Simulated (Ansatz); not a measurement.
bcc Fe was calculated with HSE06 (plane waves, PAW; Ansatz, an electronic-structure program).

Run with plane-wave cutoff 460 eV, 16×16×16 k mesh, Fermi–Dirac smearing 0.05 eV, spin-polarised with parallel moments, scalar-relativistic PAW data made under PBE.

Response to compression and expansion:

```
V (Å³/atom)  P (GPa)  moment (μB per cell of 1 atoms)
-----------  -------  -------------------------------
11.744          8.94                             2.84
12.020          4.56                             2.86
12.362         -0.29                             2.87
12.671         -4.20                             2.88
12.980         -7.64                             2.88
```
